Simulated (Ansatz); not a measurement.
[BH2···H···H], doublet: the ladder up to UCCSDT(Q)

All five atoms lie in one plane.

Geometry: a point of a hydrogen-transfer path between rigid fragments, not a stationary point.

```json
{"atom": "B", "x (Å)": "-0.1707", "y (Å)": "0.0000", "z (Å)": "0.0000"}
{"atom": "H", "x (Å)": "-0.7674", "y (Å)": "1.0336", "z (Å)": "0.0000"}
{"atom": "H", "x (Å)": "-0.7674", "y (Å)": "-1.0336", "z (Å)": "0.0000"}
{"atom": "H", "x (Å)": "1.3103", "y (Å)": "0.0000", "z (Å)": "0.0000"}
{"atom": "H", "x (Å)": "2.0553", "y (Å)": "0.0000", "z (Å)": "0.0000"}
```

Basis cc-pVTZ; Ansatz 0.2.0. Correlated methods freeze the noble-gas cores, which leaves 7 electrons in 85 orbitals. Prefix R: restricted or restricted open-shell reference; prefix U: unrestricted. Active spaces: pair = (3e, 3o) about the gap; valence = (7e, 8o) chosen from the atoms' valence shells.

Full CI isn't at hand for all of this; UCCSDT(Q) serves as the reference, and is uncertain by about the last step of the cluster series. The frozen core follows each run's orbitals, which can shift R against U totals by a few meV.

```
UHF ⟨S²⟩                          : 0.768
T1 diagnostic (RCCSD)             : 0.0201
largest doubles amplitude (RCCSD) : 0.033
T1 diagnostic (UCCSD)             : 0.0121
```

```
   level  E − E(RHF) (eV)
     UHF          -0.1676
    RMP2          -3.5590
    UMP2          -3.5435
   RCCSD          -4.2596
   UCCSD          -4.2619
RCCSD(T)          -4.3458
UCCSD(T)          -4.3452
```

Estimate how far UCCSDT(Q) in cc-pVTZ lies from RCCSD(T). The table doesn't fix it; the size of (T) and the diagnostics are the guide.

UCCSDT(Q) in cc-pVTZ lies 18 meV below RCCSD(T), which is 21 % of the (T) step (-86 meV). The diagnostics are small and one determinant leads, so the series closes fast and only a small part of (T) is left.

The other levels:

```json
{"level": "BCCD(T)", "E − E(UCCSDT(Q)) (meV)": "18", "share of correlation (%)": "99.58", "wall time": "3.5 s (H100)"}
{"level": "RCCSDT", "E − E(UCCSDT(Q)) (meV)": "2", "share of correlation (%)": "99.95", "wall time": "–"}
{"level": "UCCSDT", "E − E(UCCSDT(Q)) (meV)": "2", "share of correlation (%)": "99.96", "wall time": "–"}
{"level": "RCCSDT(Q)", "E − E(UCCSDT(Q)) (meV)": "0", "share of correlation (%)": "99.99", "wall time": "6.5 s (H100)"}
{"level": "CASSCF (pair space)", "E − E(UCCSDT(Q)) (meV)": "3822", "share of correlation (%)": "12.40", "wall time": "–"}
{"level": "NEVPT2 (pair space)", "E − E(UCCSDT(Q)) (meV)": "814", "share of correlation (%)": "81.33", "wall time": "2.4 s (H100)"}
{"level": "CASSCF (valence space)", "E − E(UCCSDT(Q)) (meV)": "2822", "share of correlation (%)": "35.33", "wall time": "–"}
{"level": "NEVPT2 (valence space)", "E − E(UCCSDT(Q)) (meV)": "714", "share of correlation (%)": "83.63", "wall time": "3.7 s"}
{"level": "MRCISD (valence space)", "E − E(UCCSDT(Q)) (meV)": "132", "share of correlation (%)": "96.96", "wall time": "–"}
{"level": "MRCISD+Q (valence space)", "E − E(UCCSDT(Q)) (meV)": "17", "share of correlation (%)": "99.61", "wall time": "4.1 s (H100)"}
```

The correlation energy at UCCSDT(Q), counted from RHF, is -4.364 eV. That run took 6 s on 2 threads of AMD EPYC 7R13 with a shared H100 80 GB, shared host.

Times hold each run's SCF and search for its determinant on a shared host, so for small cases they say little of a method's own cost; rows without a card ran on 1 thread of AMD EPYC 7R13.

Natural occupations of CASSCF (valence space) about the gap: 1.979 1.978 1.976 1.000 0.022 0.018 0.017 0.009; effectively unpaired electrons, Σ n²(2−n)², 1.01.
